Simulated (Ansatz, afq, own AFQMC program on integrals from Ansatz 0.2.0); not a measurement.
# HCl + CH$_{3}$, doublet: a scan with AFQMC

```xyz
6

Cl   -0.8119    0.0000    0.0000
H     0.4669    0.0000    0.0000
C     1.8831    0.0000    0.0000
H     1.8831   -1.0800    0.0000
H     1.8831    0.5400    0.9353
H     1.8831    0.5400   -0.9353
```

A hydrogen atom is moved from one rigid fragment to the other; the Cl1–H2 distance tells how far. The two fragments are held close together, so this isn't a minimum-energy path and the start is a compressed complex. Energies in eV count from this geometry (1.279 Å) at the same level; the start stands on UHF, each point on the determinant named.

Basis cc-pVTZ. Only valence electrons are correlated. AFQMC by an in-house program on the Cholesky factors that Ansatz 0.2.0 writes for its CCSD(T) run. The CISD trial takes its coefficients from CCSD amplitudes. Released means that phaseless walkers are propagated on without the constraint, phases kept. ± is one standard error of the sampling.

Cautions, each for one point or more: the ph-AFQMC/CISD walk drifts between its halves.

```json
{"r(Cl1–H2) / Å": "1.372", "det.": "UHF", "T1": "0.012", "weight": "0.86", "⟨S²⟩": "0.78", "B3LYP": "-0.077", "B2PLYP": "-0.048", "CCSD(T)": "-0.017"}
{"r(Cl1–H2) / Å": "1.419", "det.": "UHF", "T1": "0.013", "weight": "0.86", "⟨S²⟩": "0.78", "B3LYP": "-0.076", "B2PLYP": "-0.034", "CCSD(T)": "0.011"}
{"r(Cl1–H2) / Å": "1.465", "det.": "UHF", "T1": "0.013", "weight": "0.86", "⟨S²⟩": "0.79", "B3LYP": "-0.057", "B2PLYP": "-0.005", "CCSD(T)": "0.053"}
{"r(Cl1–H2) / Å": "1.512", "det.": "UHF", "T1": "0.012", "weight": "0.86", "⟨S²⟩": "0.79", "B3LYP": "-0.018", "B2PLYP": "0.041", "CCSD(T)": "0.109"}
{"r(Cl1–H2) / Å": "1.605", "det.": "UHF", "T1": "0.012", "weight": "0.86", "⟨S²⟩": "0.78", "B3LYP": "0.147", "B2PLYP": "0.214", "CCSD(T)": "0.291"}
```

(1) Estimate the curve of phaseless AFQMC with a CISD trial, counted from the same start.

Results:

(1) 
| r(Cl1–H2) / Å | det. | T1 | weight | ⟨S²⟩ | ph-AFQMC/CISD | released AFQMC |
| --- | --- | --- | --- | --- | --- | --- |
| 1.372 | UHF | 0.012 | 0.86 | 0.78 | -0.029 ± 0.009 | -0.033 ± 0.015 |
| 1.419 | UHF | 0.013 | 0.86 | 0.78 | 0.001 ± 0.008 | – |
| 1.465 | UHF | 0.013 | 0.86 | 0.79 | 0.054 ± 0.009 | – |
| 1.512 | UHF | 0.012 | 0.86 | 0.79 | 0.105 ± 0.011 | 0.093 ± 0.015 |
| 1.605 | UHF | 0.012 | 0.86 | 0.78 | 0.288 ± 0.009 | 0.287 ± 0.016 |

Weight is that of the determinant in the CISD state; at the start T1 is 0.011 and the weight 0.86, and ⟨S²⟩ is 0.77. A dash marks a missing value, a released energy that hasn't settled or a functional that sits on another state. Largest departures from phaseless AFQMC with a CISD trial: CCSD(T) 0.012 eV at 1.372 (on UHF) (within the noise), released AFQMC -0.012 eV at 1.512 (on UHF) (within the noise), B3LYP -0.141 eV at 1.605, B2PLYP -0.074 eV at 1.605. The walk's constraint bias lies outside its error bars, so these are departures and not errors. Functionals count only at points shown to share the start's state and spin.

A walk keeps the symmetry of its determinant, which the program's search chose and which needn't be the lowest solution, so a lower state of the same spin and another symmetry isn't excluded. Released energies are given only where the last usable release times agree within the noise; a slower fall can still hide under it.
